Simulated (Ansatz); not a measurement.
# Cl2: rigid scan of one bond length in Python

The task is a rigid scan of one bond length, for Cl2.

Program: Ansatz 0.2.0, driven from Python. Level of theory: PBE0/def2-SVP. These are calculated values, not measurements.

### 1 Starting point

Bond lengths: Cl1–Cl2 1.940 Å.

No structure file is read: the coordinates are typed or built in the script.

### 2 Script

Contents of scan_cl2.py:

```python
# -*- coding: utf-8 -*-
"""Potential curve of Cl2 along one bond."""

import ansatz as az
import matplotlib.pyplot as plt
import numpy as np

BASIS_SET = "def2-SVP"
XC = "pbe0"

GEOMETRY = """
Cl    0.00000    0.00000    0.00000
Cl    0.00000    0.00000    1.94000
"""


def main():
    geometry = az.Crystal.molecule()
    for line in GEOMETRY.strip().splitlines():
        symbol, *xyz = line.split()
        geometry = geometry.atom(symbol, [float(v) for v in xyz])

    symbols = [site.symbol for site in geometry.cartesian_sites]
    start = np.array([site.position_ang for site in geometry.cartesian_sites])
    axis = (start[1] - start[0]) / np.linalg.norm(start[1] - start[0])
    moving = [1]
    lengths, energies = [1.65, 1.78, 1.94, 2.13, 2.42, 2.91, 3.49, 4.27], []
    for length in lengths:
        xyz = start.copy()
        xyz[moving] += (length - np.linalg.norm(start[1] - start[0])) * axis
        point = az.Crystal.molecule()
        for symbol, place in zip(symbols, xyz):
            point = point.atom(symbol, place.tolist())
        base = point.calculation()
        base = base.basis(gaussian=BASIS_SET)
        base = base.functional(XC)
        base = base.spin("collinear")
        rep = base.run().report
        energies.append(rep["free_energy_ev"])
        print(f"r = {length:6.3f} A  E = {energies[-1]:.5f} eV  <S^2> = {abs(rep['mean_field']['state']['spin_squared']):.3f}")

    print("energy above the lowest point (eV):", [round(e - min(energies), 3) for e in energies])
    plt.figure(figsize=(4.5, 3))
    plt.plot(lengths, np.array(energies) - min(energies), "o-")
    plt.xlabel("bond length (A)")
    plt.ylabel("E - E(min) (eV)")
    plt.tight_layout()
    plt.savefig("scan.png", dpi=100)


if __name__ == "__main__":
    main()
```

### 3 The calls as engine input

The engine receives this input (first run):

```yaml
crystal:
  periodic: [false, false, false]
  atoms:
    - { symbol: Cl, position_ang: [0.0, 0.0, 0.0] }
    - { symbol: Cl, position_ang: [0.0, 0.0, 1.65] }
basis:
  gaussian:
    orbitals: def2-SVP
hamiltonian:
  xc: pbe0
magnetization:
  spin_polarized: true
```

### 4 Running it

The run is started by

```bash
$ python scan_cl2.py
```

**Question.** Where along the scan is the Cl-Cl distance of lowest energy, and how steep are the two sides?

As calculated:

| quantity | value |
| --- | --- |
| runs compared | 8 |
| range of energy | 2.448 eV |
| lowest point, distance (Å) | 1.94 |

In words: The lowest point is at 1.940 Å. At the shortest distance (1.65 Å) the energy is 2.45 eV higher, at the longest (4.27 Å) 2.22 eV. Reading the output:
- The basis set is modest, and single-reference methods fail as a bond breaks.
- The spin state was assumed, and another may lie lower.
